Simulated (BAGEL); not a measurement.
# triplet C2Si at 3 levels

Wanted: a comparison of 3 runs (ROHF/6-31G*, UHF/6-31G*, ROHF/def2-TZVP) of triplet C2Si. 

The calculation is run with BAGEL 1.2.2.

12 further runs of the same task are left out: 12 set aside as unsound or not needed.

### 1 Starting point

C2Si has 3 atoms, charge 0, and is taken as a triplet. The coordinates come from a GFN2-xTB relaxation. That shape belongs to the parent species and isn't relaxed for this state.

Bond lengths: C1–C2 1.259 Å, C2–Si3 1.781 Å. Angles: C1–C2–Si3 180.0°.

### 2 The energy at ROHF/6-31G(d) (density fitting with qzvpp-jkfit, spherical functions) (run 1)

The input, calc.json:

```json
{ "bagel": [

{
  "title": "molecule",
  "basis": "6-31gs.json",
  "df_basis": "qzvpp-jkfit",
  "angstrom": true,
  "geometry": [
    { "atom": "C", "xyz": [      -1.111830,       0.737510,      -0.522770 ] },
    { "atom": "C", "xyz": [      -0.135170,       0.089220,      -0.063600 ] },
    { "atom": "Si", "xyz": [       1.247000,      -0.826740,       0.586370 ] }
  ]
},

{ "title": "rohf", "nopen": 2 },

{ "title": "print", "file": "orbitals.molden", "orbitals": true }

]}
```

The basis set 6-31G* is read from a file made from the Basis Set Exchange's data (not shown).

Run with:

```sh
$ BAGEL_NUM_THREADS=1 BAGEL calc.json > calc.out
```

The program printed:

```text
* using 1 threads per process

  ===============================================================
  ===============================================================

  *** Geometry ***

  { "atom" : "C", "xyz" : [     -2.101054,      1.393692,     -0.987892 ] },
  { "atom" : "C", "xyz" : [     -0.255434,      0.168601,     -0.120187 ] },
  { "atom" : "Si", "xyz" : [      2.356488,     -1.562312,      1.108079 ] },

  Number of auxiliary basis functions:      278

  Since a DF basis is specified, we compute 2- and 3-index integrals:
    o Being stored without compression. Storage requirement is 0.005 GB

  Number of basis functions:       46
  Number of electrons      :       26

    * METHOD: MOLECULE                             0.05

  *** Open-shell HF ***

  === Nuclear Repulsion ===
    54.7130620633

      * DIIS with orbital gradients will be used.

  === ROHF iteration (6-31gs.json) ===
      0       -364.19116545          0.04695755           0.02
      1       -364.13243861          0.07099475           0.02
      2       -363.94521311          0.08742770           0.02
      3       -364.36788875          0.01822964           0.02
      4       -364.38574122          0.00942456           0.02
      5       -364.40194908          0.00758297           0.02
[... 16 lines of this table left out ...]
     22       -364.41926966          0.00000001           0.02
     23       -364.41926966          0.00000001           0.02
    * SCF iteration converged.

    * S^2 (ROHF) is 2.0000

    * Permanent dipole moment:
           (    0.145070,    -0.096343,     0.068199) a.u.

    * METHOD: ROHF                                 0.44

    * METHOD: PRINT                                0.00

  ===============================================================
```

It took 0.7 s on 1 thread of Intel Xeon Platinum 8488C (Sapphire Rapids), shared host.

### 3 A single-point energy at UHF/6-31G(d) (density fitting with qzvpp-jkfit, spherical functions) (run 2)

The input, input.json:

```json
{ "bagel": [

{
  "title": "molecule",
  "basis": "6-31gs.json",
  "df_basis": "qzvpp-jkfit",
  "angstrom": "true",
  "geometry": [
    { "atom": "C", "xyz": [   -1.111830,    0.737510,   -0.522770 ] },
    { "atom": "C", "xyz": [   -0.135170,    0.089220,   -0.063600 ] },
    { "atom": "Si", "xyz": [    1.247000,   -0.826740,    0.586370 ] }
  ]
},
{
  "title": "uhf",
  "nopen": 2
},
{
  "title": "print",
  "file": "orbitals.molden",
  "orbitals": "true"
}

]}
```

The basis set 6-31G* is read from a file made from the Basis Set Exchange's data (not shown).

Run with:

```sh
$ BAGEL_NUM_THREADS=1 BAGEL input.json > input.out
```

The program printed:

```text
* using 1 threads per process

  ===============================================================
  ===============================================================

  *** Geometry ***

  { "atom" : "C", "xyz" : [     -2.101054,      1.393692,     -0.987892 ] },
  { "atom" : "C", "xyz" : [     -0.255434,      0.168601,     -0.120187 ] },
  { "atom" : "Si", "xyz" : [      2.356488,     -1.562312,      1.108079 ] },

  Number of auxiliary basis functions:      278

  Since a DF basis is specified, we compute 2- and 3-index integrals:
    o Being stored without compression. Storage requirement is 0.005 GB

  Number of basis functions:       46
  Number of electrons      :       26

    * METHOD: MOLECULE                             0.06

  *** Open-shell HF ***

  === Nuclear Repulsion ===
    54.7130620633

      * DIIS with orbital gradients will be used.

  === UHF iteration (6-31gs.json) ===
      0       -364.19116545          0.04695755           0.02
      1       -364.16809116          0.06779833           0.02
      2       -364.05973037          0.07787343           0.02
      3       -364.38353166          0.01511408           0.02
      4       -364.40124646          0.00851017           0.02
      5       -364.41862807          0.00684171           0.02
[... 20 lines of this table left out ...]
     26       -364.45371614          0.00000002           0.02
     27       -364.45371614          0.00000001           0.02
    * SCF iteration converged.

    * S^2 (UHF) is 2.5831

    * Permanent dipole moment:
           (    0.181206,    -0.120301,     0.085191) a.u.

    * METHOD: UHF                                  0.50

    * METHOD: PRINT                                0.00

  ===============================================================
```

Run time: 0.77 s. Hardware: 1 thread of Intel Xeon Platinum 8488C (Sapphire Rapids), shared host.

### 4 The energy at ROHF/def2-TZVP (density fitting with qzvpp-jkfit) (run 3)

The input, input.json:

```json
{ "bagel": [

{
  "title": "molecule",
  "basis": "def2-tzvp.json",
  "df_basis": "qzvpp-jkfit",
  "angstrom": true,
  "geometry": [
    { "atom": "C", "xyz": [      -1.111830,       0.737510,      -0.522770 ] },
    { "atom": "C", "xyz": [      -0.135170,       0.089220,      -0.063600 ] },
    { "atom": "Si", "xyz": [       1.247000,      -0.826740,       0.586370 ] }
  ]
},

{ "title": "rohf", "nopen": 2 },

{ "title": "print", "file": "orbitals.molden", "orbitals": true }

]}
```

The basis set def2-TZVP is read from a file made from the Basis Set Exchange's data (not shown).

Run with:

```sh
$ BAGEL_NUM_THREADS=1 BAGEL input.json > input.out
```

The program printed:

```text
* using 1 threads per process

  ===============================================================
  ===============================================================

  *** Geometry ***

  { "atom" : "C", "xyz" : [     -2.101054,      1.393692,     -0.987892 ] },
  { "atom" : "C", "xyz" : [     -0.255434,      0.168601,     -0.120187 ] },
  { "atom" : "Si", "xyz" : [      2.356488,     -1.562312,      1.108079 ] },

  Number of auxiliary basis functions:      278

  Since a DF basis is specified, we compute 2- and 3-index integrals:
    o Being stored without compression. Storage requirement is 0.022 GB

  Number of basis functions:       99
  Number of electrons      :       26

    * METHOD: MOLECULE                             0.10

  *** Open-shell HF ***

  === Nuclear Repulsion ===
    54.7130620633

      * DIIS with orbital gradients will be used.

  === ROHF iteration (def2-tzvp.json) ===
      0       -364.18857850          0.04076069           0.05
      1       -364.05511265          0.06307651           0.05
      2       -363.75198384          0.07668211           0.05
      3       -364.40141955          0.01722495           0.05
      4       -364.42680615          0.00761360           0.05
      5       -364.44472512          0.00615829           0.05
[... 17 lines of this table left out ...]
     23       -364.46726622          0.00000001           0.05
     24       -364.46726622          0.00000001           0.05
    * SCF iteration converged.

    * S^2 (ROHF) is 2.0000

    * Permanent dipole moment:
           (    0.049102,    -0.032725,     0.023071) a.u.

    * METHOD: ROHF                                 1.44

    * METHOD: PRINT                                0.02

  ===============================================================
```

Run time: 1.8 s. Hardware: 1 thread of Intel Xeon Platinum 8488C (Sapphire Rapids), shared host.

### 5 The series

```csv
run,level,energy (Eh),dipole moment (D),⟨S²⟩,wall time
1,"ROHF/6-31G* (density fitting with qzvpp-jkfit, spherical functions)",-364.419270,0.48,2.000,0.7 s
2,"UHF/6-31G* (density fitting with qzvpp-jkfit, spherical functions)",-364.453716,0.59,2.583,0.77 s
3,ROHF/def2-TZVP (density fitting with qzvpp-jkfit),-364.467266,0.16,2.000,1.8 s
```

### 6 Outcome

| quantity | value |
| --- | --- |
| run 3: total energy | -364.46727 Eh |
| run 3: dipole moment | 0.16 D |
| run 3: ⟨S²⟩ | 2.000 |

What this shows: The dipole moment (its size) runs from 0.16 D (ROHF/def2-TZVP) to 0.59 D (UHF/6-31G*). The two ends differ in method and basis. Spin contamination of the reference: run 2 ⟨S²⟩ = 2.58. All runs together took 3.2 s, the longest 1.8 s.
